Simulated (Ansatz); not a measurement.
Input file:

```yaml
crystal:
  periodic: [false, false, false]
  atoms:
    - {symbol: Ge, position_ang: [0.000000, 0.003702, 1.173607]}
    - {symbol: Ge, position_ang: [0.000000, -0.043821, -1.230994]}
    - {symbol: H, position_ang: [0.000000, 2.605041, 3.266918]}
    - {symbol: H, position_ang: [0.000000, -1.264724, 2.060983]}
    - {symbol: H, position_ang: [0.000000, 1.551041, -1.192093]}
basis:
  gaussian: {orbitals: cc-pVDZ}
magnetization: {spin_polarized: true, initial_magnetization: 1}
correlation: {method: ccsdt_q, electrons: outside_noble_gas}
```

```sh
$ ansatz run in.yaml --threads 1 --pin off --events-out ev --progress --plain --max-ram 2393MiB
```

Question: Roughly how long does this take on 1 thread of AMD EPYC 9R14, shared host, and how much host memory?

Answer: 1.9 min wall and 0.47 GiB.

```
1367 factors; integrals over basis functions are off by at most 1.7e-7 eV
mean field evaluation 1: about -112984.6577 eV, gradient 1.1e1 eV
mean field evaluation 2: about -112984.6779 eV, gradient 1.1e1 eV
mean field evaluation 4: about -112986.5908 eV, gradient 1.6e0 eV
mean field evaluation 8: about -112986.6588 eV, gradient 3.5e-1 eV
mean field evaluation 16: about -112989.0629 eV, gradient 3.3e-3 eV
mean field evaluation 32: about -112988.1344 eV, gradient 3.0e0 eV
mean field evaluation 64: about -112986.6778 eV, gradient 2.1e-3 eV
mean field evaluation 96: about -112988.8660 eV, gradient 1.8e-1 eV
mean field evaluation 128: about -112988.9507 eV, gradient 8.9e-2 eV
mean field evaluation 160: about -112989.0246 eV, gradient 4.3e-1 eV
...
cycle  39  -5.19654174 eV  change   -7.4e-6 eV  update   3.3e-6
cycle  40  -5.19654454 eV  change   -2.8e-6 eV  update   2.3e-6
cycle  41  -5.19654577 eV  change   -1.2e-6 eV  update   1.7e-6
cycle  42  -5.19654634 eV  change   -5.7e-7 eV  update   1.2e-6
cycle  43  -5.19654699 eV  change   -6.5e-7 eV  update   8.7e-7
cycle  44  -5.19654691 eV  change    8.0e-8 eV  update   6.6e-7
cycle  45  -5.19654691 eV  change    2.3e-9 eV  update   5.4e-7
cycle  46  -5.19654739 eV  change   -4.8e-7 eV  update   4.7e-7
cycle  47  -5.19654829 eV  change   -9.0e-7 eV  update   4.3e-7
cycle  48  -5.19654881 eV  change   -5.2e-7 eV  update   3.5e-7
perturbative correction -0.02302680 eV, -0.0008462191 hartree
Total energy: -112994.28249111 eV, -4152.4632912728 hartree
```
